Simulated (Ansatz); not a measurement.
MgMeF (CH3FMg), relaxed as a singlet with RKS PBE-D4/def2-TZVP in Ansatz, starting from the GFN1-xTB geometry. Force threshold 0.02 eV/Å.

Start:

Cartesian coordinates in Å:
```
Mg 1.062 -0.609 -0.262
C -0.657 0.382 0.171
H -1.127 -0.057 1.049
H -1.342 0.313 -0.672
H -0.440 1.430 0.369
F 2.505 -1.459 -0.655
```

Estimate the energy that the relaxation releases and the steps that it takes.

6.1 kJ/mol, in 4 steps; 2.1 s on 4 threads of Arm Neoverse V1 on a shared host. No frequencies were taken in this run, so the end may be a saddle point.

Does the start keep its bonding and symmetry?

By distances, no bond broke or formed. The bond that changes most is Mg1–F6, from 1.72 to 1.78 Å (atoms count from 1). Point group C3v at the start, C3v at the end, both within 0.05 Å.

Predict the relaxed structure.


```
atom   x (Å)   y (Å)   z (Å)
 Mg1   1.090  -0.632  -0.280
  C2  -0.667   0.387   0.172
  H3  -1.159  -0.039   1.060
  H4  -1.384   0.337  -0.662
  H5  -0.470   1.450   0.378
  F6   2.591  -1.503  -0.668
```
Bond lengths: 1 × C–Mg 2.08 Å; 1 × F–Mg 1.78 Å; 3 × C–H 1.10 Å.
